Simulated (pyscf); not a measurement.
Optimised with ωB97X-D3(BJ)/def2-SVP in PySCF.

SMILES: [CH3][Al]([NH2])[CH3]
```xyz
12

C     -0.5948    -0.7273    -2.1926
Al     0.0928    -0.5678    -0.3649
C     -0.8426     0.4539     1.0208
N      1.6220    -1.3789     0.0511
H     -1.5949    -1.1958    -2.2007
H     -0.7155     0.2660    -2.6601
H      0.0562    -1.3260    -2.8509
H     -0.9490     1.5136     0.7283
H     -0.3308     0.4305     1.9971
H     -1.8672     0.0716     1.1740
H      2.1853    -1.9305    -0.5882
H      2.0654    -1.3613     0.9640
```

Problem. What is the homolytic dissociation enthalpy (298 K, ωB97M-D3(BJ)/def2-TZVP) of the H–N bond of `[CH3][Al]([CH3])[NH2]`, to [H₃C–Al(CH₃)–NH]• + H•?

Solution. H–N to [H₃C–Al(CH₃)–NH]• + H•: 113.9 kcal/mol. The 7 functionals that were run give +109.4 (r²SCAN) to +113.9 kcal/mol (M06-2X). The radicals are drawn with the spin at the cut bond; how far it spreads was not checked. Other isomers of [H₃C–Al(CH₃)–NH]• were not searched in full and may lie lower.
